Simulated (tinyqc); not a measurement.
UKS/LDA (VWN5) in the sto-6g basis, for BH, spin multiplicity 3, step by step (part 2 of 2). Computed by tinyqc, a small Python program that keeps every step (integrals from PySCF). Command: `OMP_NUM_THREADS=1 python tinyqc.py 24928 24929 out.jsonl` (the two numbers bound the seeds that draw the settings). One thread of a shared host (Intel(R) Xeon(R) Processor @ 2.60GHz), about 1 s of CPU time with the checks.

Geometry (angstrom):
```
atom        x        y        z
B     0.00000  0.00000  0.00000
H     0.00000  0.00000  1.21000
```

## Iteration 2: diagonalisation and new density

extrapolated F(alpha) (hartree), order 1B 1s, 1B 2s, 1B 2px, 1B 2py, 1B 2pz, 2H 1s:
```
[[-6.21308, -1.83202, 0.00000, 0.00000, 0.00360, -0.45786],
 [-1.83202, -0.77993, 0.00000, 0.00000, -0.02006, -0.36714],
 [0.00000, 0.00000, -0.00808, 0.00113, 0.00000, 0.00000],
 [0.00000, 0.00000, 0.00113, -0.01163, 0.00000, 0.00000],
 [0.00360, -0.02006, 0.00000, 0.00000, -0.06792, -0.21324],
 [-0.45786, -0.36714, 0.00000, 0.00000, -0.21324, -0.19386]]
```

extrapolated F(beta) (hartree), order 1B 1s, 1B 2s, 1B 2px, 1B 2py, 1B 2pz, 2H 1s:
```
[[-6.17575, -1.80806, 0.00000, 0.00000, -0.00540, -0.45352],
 [-1.80806, -0.65888, 0.00000, 0.00000, -0.08261, -0.34453],
 [0.00000, 0.00000, 0.10763, -0.00632, 0.00000, 0.00000],
 [0.00000, 0.00000, -0.00632, 0.11810, 0.00000, 0.00000],
 [-0.00540, -0.08261, 0.00000, 0.00000, 0.04978, -0.20738],
 [-0.45352, -0.34453, 0.00000, 0.00000, -0.20738, -0.17865]]
```

X, order 1B 1s, 1B 2s, 1B 2px, 1B 2py, 1B 2pz, 2H 1s:
```
[[1.02909, -0.15045, 0.00000, 0.00000, -0.01191, 0.02483],
 [-0.15045, 1.15848, 0.00000, 0.00000, 0.13202, -0.34373],
 [0.00000, 0.00000, 1.00000, 0.00000, 0.00000, 0.00000],
 [0.00000, 0.00000, 0.00000, 1.00000, 0.00000, 0.00000],
 [-0.01191, 0.13202, 0.00000, 0.00000, 1.13333, -0.34843],
 [0.02483, -0.34373, 0.00000, 0.00000, -0.34843, 1.25946]]
```

Diagonalise F' = X^T F X, C = X C', fill 4 alpha and 2 beta electrons from the bottom; D(s) = C_occ C_occ^T. Each column has its largest component positive (the first on a tie).

F' = X^T F X (alpha) (hartree):
```
[[-6.05097, -0.99218, 0.00000, 0.00000, -0.01334, -0.06896],
 [-0.99218, -0.31471, 0.00000, 0.00000, 0.10242, -0.26679],
 [0.00000, 0.00000, -0.00808, 0.00113, 0.00000, 0.00000],
 [0.00000, 0.00000, 0.00113, -0.01163, 0.00000, 0.00000],
 [-0.01334, 0.10242, 0.00000, 0.00000, 0.07280, -0.27998],
 [-0.06896, -0.26679, 0.00000, 0.00000, -0.27998, 0.09106]]
```

orbital energies (alpha) (hartree): [-6.21973, -0.32200, -0.12932, -0.01196, -0.00775, 0.46924]

coefficients C (alpha), order 1B 1s, 1B 2s, 1B 2px, 1B 2py, 1B 2pz, 2H 1s:
```
[[0.98996, -0.23783, 0.16548, 0.00000, 0.00000, 0.13580],
 [0.03840, 0.69340, -0.64954, 0.00000, 0.00000, -0.77208],
 [0.00000, 0.00000, 0.00000, -0.27888, 0.96033, 0.00000],
 [0.00000, 0.00000, 0.00000, 0.96033, 0.27888, 0.00000],
 [0.00423, 0.15807, 0.67236, 0.00000, 0.00000, -0.97280],
 [-0.01036, 0.43632, 0.36372, 0.00000, 0.00000, 1.22622]]
```

F' = X^T F X (beta) (hartree):
```
[[-6.01603, -0.98909, 0.00000, 0.00000, -0.01447, -0.06863],
 [-0.98909, -0.19278, 0.00000, 0.00000, 0.04550, -0.26113],
 [0.00000, 0.00000, 0.10763, -0.00632, 0.00000, 0.00000],
 [0.00000, 0.00000, -0.00632, 0.11810, 0.00000, 0.00000],
 [-0.01447, 0.04550, 0.00000, 0.00000, 0.20272, -0.29606],
 [-0.06863, -0.26113, 0.00000, 0.00000, -0.29606, 0.10412]]
```

orbital energies (beta) (hartree): [-6.18141, -0.27400, 0.02571, 0.10466, 0.12107, 0.52772]

coefficients C (beta), order 1B 1s, 1B 2s, 1B 2px, 1B 2py, 1B 2pz, 2H 1s:
```
[[0.99084, -0.19780, -0.21422, 0.00000, 0.00000, 0.12505],
 [0.03538, 0.53952, 0.82541, 0.00000, 0.00000, -0.72571],
 [0.00000, 0.00000, 0.00000, 0.90496, -0.42550, 0.00000],
 [0.00000, 0.00000, 0.00000, 0.42550, 0.90496, 0.00000],
 [0.00585, 0.25725, -0.55510, 0.00000, 0.00000, -1.02424],
 [-0.01018, 0.52739, -0.36584, 0.00000, 0.00000, 1.18925]]
```

D(alpha) after iteration 2, order 1B 1s, 1B 2s, 1B 2px, 1B 2py, 1B 2pz, 2H 1s:
```
[[1.06397, -0.23438, 0.00000, 0.00000, 0.07785, -0.05384],
 [-0.23438, 0.90418, 0.00000, 0.00000, -0.32696, 0.06589],
 [0.00000, 0.00000, 0.07777, -0.26781, 0.00000, 0.00000],
 [0.00000, 0.00000, -0.26781, 0.92223, 0.00000, 0.00000],
 [0.07785, -0.32696, 0.00000, 0.00000, 0.47707, 0.31348],
 [-0.05384, 0.06589, 0.00000, 0.00000, 0.31348, 0.32278]]
```

D(beta) after iteration 2, order 1B 1s, 1B 2s, 1B 2px, 1B 2py, 1B 2pz, 2H 1s:
```
[[1.02089, -0.07166, 0.00000, 0.00000, -0.04508, -0.11440],
 [-0.07166, 0.29233, 0.00000, 0.00000, 0.13900, 0.28417],
 [0.00000, 0.00000, 0.00000, 0.00000, 0.00000, 0.00000],
 [0.00000, 0.00000, 0.00000, 0.00000, 0.00000, 0.00000],
 [-0.04508, 0.13900, 0.00000, 0.00000, 0.06621, 0.13561],
 [-0.11440, 0.28417, 0.00000, 0.00000, 0.13561, 0.27824]]
```

## Iteration 7 (converged): orbitals

converged F(alpha) (hartree), order 1B 1s, 1B 2s, 1B 2px, 1B 2py, 1B 2pz, 2H 1s:
```
[[-6.23327, -1.83631, 0.00000, 0.00000, 0.00171, -0.45917],
 [-1.83631, -0.78674, 0.00000, 0.00000, -0.02701, -0.37593],
 [0.00000, 0.00000, -0.01319, 0.00000, 0.00000, 0.00000],
 [0.00000, 0.00000, 0.00000, -0.01728, 0.00000, 0.00000],
 [0.00171, -0.02701, 0.00000, 0.00000, -0.07760, -0.22627],
 [-0.45917, -0.37593, 0.00000, 0.00000, -0.22627, -0.23224]]
```

converged F(beta) (hartree), order 1B 1s, 1B 2s, 1B 2px, 1B 2py, 1B 2pz, 2H 1s:
```
[[-6.19775, -1.81312, 0.00000, 0.00000, -0.00673, -0.45491],
 [-1.81312, -0.67432, 0.00000, 0.00000, -0.08326, -0.35316],
 [0.00000, 0.00000, 0.07488, -0.00002, 0.00000, 0.00000],
 [0.00000, 0.00000, -0.00002, 0.11987, 0.00000, 0.00000],
 [-0.00673, -0.08326, 0.00000, 0.00000, 0.03442, -0.21784],
 [-0.45491, -0.35316, 0.00000, 0.00000, -0.21784, -0.21099]]
```

As before.

F' = X^T F X (alpha) (hartree):
```
[[-6.07117, -0.99310, 0.00000, 0.00000, -0.01455, -0.06889],
 [-0.99310, -0.32152, 0.00000, 0.00000, 0.09606, -0.26160],
 [0.00000, 0.00000, -0.01319, 0.00000, 0.00000, 0.00000],
 [0.00000, 0.00000, 0.00000, -0.01728, 0.00000, 0.00000],
 [-0.01455, 0.09606, 0.00000, 0.00000, 0.06466, -0.27873],
 [-0.06889, -0.26160, 0.00000, 0.00000, -0.27873, 0.04560]]
```

orbital energies (alpha) (hartree): [-6.23985, -0.34156, -0.13762, -0.01728, -0.01319, 0.43659]

coefficients C (alpha), order 1B 1s, 1B 2s, 1B 2px, 1B 2py, 1B 2pz, 2H 1s:
```
[[0.99003, -0.22606, -0.18043, 0.00000, 0.00000, 0.13633],
 [0.03819, 0.64416, 0.70097, 0.00000, 0.00000, -0.76975],
 [0.00000, 0.00000, 0.00000, -0.00009, 1.00000, 0.00000],
 [0.00000, 0.00000, 0.00000, 1.00000, 0.00009, 0.00000],
 [0.00462, 0.17871, -0.64441, 0.00000, 0.00000, -0.98803],
 [-0.01048, 0.47550, -0.36198, 0.00000, 0.00000, 1.21209]]
```

F' = X^T F X (beta) (hartree):
```
[[-6.03811, -0.98928, 0.00000, 0.00000, -0.01587, -0.06866],
 [-0.98928, -0.20879, 0.00000, 0.00000, 0.04481, -0.25672],
 [0.00000, 0.00000, 0.07488, -0.00002, 0.00000, 0.00000],
 [0.00000, 0.00000, -0.00002, 0.11987, 0.00000, 0.00000],
 [-0.01587, 0.04481, 0.00000, 0.00000, 0.18769, -0.29354],
 [-0.06866, -0.25672, 0.00000, 0.00000, -0.29354, 0.06564]]
```

orbital energies (beta) (hartree): [-6.20337, -0.29598, 0.00790, 0.07488, 0.11987, 0.49788]

coefficients C (beta), order 1B 1s, 1B 2s, 1B 2px, 1B 2py, 1B 2pz, 2H 1s:
```
[[0.99088, -0.19318, -0.21834, 0.00000, 0.00000, 0.12481],
 [0.03526, 0.51883, 0.84229, 0.00000, 0.00000, -0.72139],
 [0.00000, 0.00000, 0.00000, 1.00000, -0.00047, 0.00000],
 [0.00000, 0.00000, 0.00000, 0.00047, 1.00000, 0.00000],
 [0.00610, 0.25166, -0.53794, 0.00000, 0.00000, -1.03473],
 [-0.01028, 0.54755, -0.37414, 0.00000, 0.00000, 1.17750]]
```

D(alpha) after iteration 7, order 1B 1s, 1B 2s, 1B 2px, 1B 2py, 1B 2pz, 2H 1s:
```
[[1.06383, -0.23429, 0.00000, 0.00000, 0.08044, -0.05256],
 [-0.23429, 0.90777, 0.00000, 0.00000, -0.33642, 0.05216],
 [0.00000, 0.00000, 0.00000, -0.00009, 0.00000, 0.00000],
 [0.00000, 0.00000, -0.00009, 1.00000, 0.00000, 0.00000],
 [0.08044, -0.33642, 0.00000, 0.00000, 0.44722, 0.31819],
 [-0.05256, 0.05216, 0.00000, 0.00000, 0.31819, 0.35723]]
```

D(beta) after iteration 7, order 1B 1s, 1B 2s, 1B 2px, 1B 2py, 1B 2pz, 2H 1s:
```
[[1.01917, -0.06529, 0.00000, 0.00000, -0.04257, -0.11597],
 [-0.06529, 0.27043, 0.00000, 0.00000, 0.13078, 0.28372],
 [0.00000, 0.00000, 0.00000, 0.00000, 0.00000, 0.00000],
 [0.00000, 0.00000, 0.00000, 0.00000, 0.00000, 0.00000],
 [-0.04257, 0.13078, 0.00000, 0.00000, 0.06337, 0.13773],
 [-0.11597, 0.28372, 0.00000, 0.00000, 0.13773, 0.29992]]
```

## Convergence

Stop when the energy changes by less than 1e-08 hartree and every element of the error matrix X^T (F D S - S D F) X (for each spin) is below 3e-05.

Course of the cycle:
```
iteration  E (hartree)     change  largest element of the error matrix
1          -24.2942712          -                             3.32e-01
2          -24.7419789  -4.48e-01                             1.73e-01
3          -24.8141289  -7.22e-02                             2.25e-02
4          -24.8151454  -1.02e-03                             1.30e-03
5          -24.8152350  -8.96e-05                             1.93e-04
6          -24.8152470  -1.20e-05                             6.76e-06
7          -24.8152470  -2.67e-09                             1.54e-06
```

PySCF UKS in the same basis, fine grid, after a stability check = -24.8150012 hartree

Converged in 7 iterations. The coarse grid moves the energy by -2.46e-04 hartree.

## Populations, bond orders and dipole

overlap S, order 1B 1s, 1B 2s, 1B 2px, 1B 2py, 1B 2pz, 2H 1s:
```
[[1.00000, 0.26489, 0.00000, 0.00000, 0.00000, 0.06605],
 [0.26489, 1.00000, 0.00000, 0.00000, 0.00000, 0.46594],
 [0.00000, 0.00000, 1.00000, 0.00000, 0.00000, 0.00000],
 [0.00000, 0.00000, 0.00000, 1.00000, 0.00000, 0.00000],
 [0.00000, 0.00000, 0.00000, 0.00000, 1.00000, 0.48149],
 [0.06605, 0.46594, 0.00000, 0.00000, 0.48149, 1.00000]]
```

Mulliken: Z minus the diagonal of D S on the atom; Loewdin: the same with S^(1/2) D S^(1/2); Mayer order: 2 sum_s sum (D(s) S)_ij (D(s) S)_ji over the two atoms.

Charges (e):
```
atom  Mulliken   Loewdin  Mulliken spin
1B     0.02204   0.02229        1.95950
2H    -0.02204  -0.02229        0.04050
```

Mayer bond orders:
```
pair    order
2-1   0.99787
```

dipole moment about the origin, x y z (debye): [0.00000, 0.00000, -0.26239]

<S^2> of the determinant (pure state: 2) = 2.00040
